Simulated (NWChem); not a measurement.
Program: NWChem. System: CHO (+1), charge 1, spin multiplicity 1, at a geometry optimised with PBE/def2-SVP. The structure started from a generated list of species. Level: CCSD linear response/6-31G* (spherical d), 2 core orbitals frozen.

Job file:

```
start mol
memory heap 100 mb stack 700 mb global 1900 mb
charge 1
geometry units angstroms nocenter noautoz
  C      0.000000     0.000000    -0.521915
  O      0.000000     0.000000     0.596550
  H      0.000000     0.000000    -1.640908
  symmetry group C2v
end
basis spherical
  * library 6-31g*
end
scf
  rhf
  nopen 0
  maxiter 100
  thresh 1e-7
  semidirect memsize 60000000 filesize 0
end
tce
  freeze core 2
  ccsd
  thresh 1e-6
  tilesize 24
end
set tce:lineresp T
set tce:afreq 0.0
set tce:respaxis T T T
task tce energy
```

Part of the output:

```
             Northwest Computational Chemistry Package (NWChem) 7.3.0
             --------------------------------------------------------

                                NWChem Input Module
                                -------------------

 Scaling coordinates for geometry "geometry" by  1.889725989
 (inverse scale =  0.529177249)

 Turning off AUTOSYM since
 SYMMETRY directive was detected!

                             Geometry "geometry" -> ""
                             -------------------------

 Output coordinates in angstroms (scale by  1.889725989 to convert to a.u.)

  No.       Tag          Charge          X              Y              Z
 ---- ---------------- ---------- -------------- -------------- --------------
    1 C                    6.0000     0.00000000     0.00000000    -0.52191500
    2 O                    8.0000     0.00000000     0.00000000     0.59655000
    3 H                    1.0000     0.00000000     0.00000000    -1.64090800

 Effective nuclear repulsion energy (a.u.)      27.4396452047

            Nuclear Dipole moment (a.u.)
            ----------------------------
        X                 Y               Z
 ---------------- ---------------- ----------------
     0.0000000000     0.0000000000     0.0000037795

      Symmetry information
      --------------------

 Group name             C2v
 Group number             16
 Group order               4
 No. of unique centers     3

      Symmetry unique atoms

     1    2    3


 Summary of "ao basis" -> "" (spherical)
 ------------------------------------------------------------------------------
       Tag                 Description            Shells   Functions and Types
 ---------------- ------------------------------  ------  ---------------------
 *                           6-31g*                   on all atoms

 Summary of "ao basis" -> "ao basis" (spherical)
 ------------------------------------------------------------------------------
       Tag                 Description            Shells   Functions and Types
 ---------------- ------------------------------  ------  ---------------------
[...]
   17          0.0000009699625     0.3     0.3
 ---------------------------------------------
 Iterations converged

 Y   axis ( b2  symmetry)

 Frequency =       0.0000000 / au

 CCSD-LR iterations
 ---------------------------------------------
 Iter          Residuum            Cpu    Wall
 ---------------------------------------------
    1          0.6404339791278     0.3     0.3
    2          0.5037417219239     0.3     0.3
    3          0.1721744059033     0.3     0.3
    4          0.0958563333739     0.4     0.4
    5          0.0458951425016     0.3     0.3
    6          0.0118801287268     0.3     0.3
    7          0.0072269200820     0.3     0.3
    8          0.0033029148730     0.4     0.4
    9          0.0022071182547     0.4     0.4
   10          0.0012512676228     0.5     0.5
   11          0.0001185562732     0.5     0.5
   12          0.0000586800993     0.4     0.4
   13          0.0000256591405     0.4     0.4
   14          0.0000150631232     0.3     0.3
   15          0.0000081052036     0.3     0.3
   16          0.0000016687467     0.3     0.3
   17          0.0000009699625     0.3     0.3
 ---------------------------------------------
 Iterations converged

 Z   axis ( a1  symmetry)

 Frequency =       0.0000000 / au

 CCSD-LR iterations
 ---------------------------------------------
 Iter          Residuum            Cpu    Wall
 ---------------------------------------------
    1          0.8129271943681     0.3     0.3
    2          1.0267430689976     0.3     0.3
    3          0.2846814345293     0.3     0.3
    4          0.2035937552457     0.3     0.3
    5          0.0699344224629     0.4     0.4
    6          0.0226765645350     0.5     0.5
    7          0.0105247506763     0.5     0.5
    8          0.0052271445736     0.4     0.4
    9          0.0028841866983     0.4     0.4
   10          0.0015394570555     0.3     0.3
   11          0.0001435496474     0.3     0.3
   12          0.0000666555369     0.3     0.3
   13          0.0000272572296     0.5     0.5
   14          0.0000143492897     0.5     0.5
   15          0.0000070271913     0.4     0.4
   16          0.0000022846392     0.3     0.3
   17          0.0000009116192     0.6     0.6
 ---------------------------------------------
 Iterations converged

 CCSD-LR dipole moments / hartree & Debye
 --------------------------------
 X      -0.0000000     -0.0000000
 Y      -0.0000000     -0.0000000
 Z       1.4641289      3.7214726
 --------------------------------

 CCSD Linear Response polarizability / au
 Frequency  =       0.0000000 / au
 Wavelength =        Infinity / nm
 -------------------------------------------------------|-----------------------------------------------
                     atomic units (bohr^3)              |                   angstroms^3
                  X              Y              Z       |             X              Y              Z
 -------------------------------------------------------|-----------------------------------------------
 X            5.6243829     -0.0000000     -0.0000000   |      0.8334477     -0.0000000     -0.0000000
 Y           -0.0000000      5.6243829     -0.0000000   |     -0.0000000      0.8334477     -0.0000000
 Z           -0.0000000     -0.0000000     13.8806221   |     -0.0000000     -0.0000000      2.0568964
 -------------------------------------------------------|-----------------------------------------------
 Eigs =       5.6243829      5.6243829     13.8806221   |      0.8334477      0.8334477      2.0568964
 Isotropic   =               8.3764626                  |                     1.2412640
 Anisotropic =               8.2562392                  |                     1.2234487
 -------------------------------------------------------|-----------------------------------------------

 Task  times  cpu:       35.2s     wall:       35.2s

 Total times  cpu:       35.2s     wall:       35.2s
```
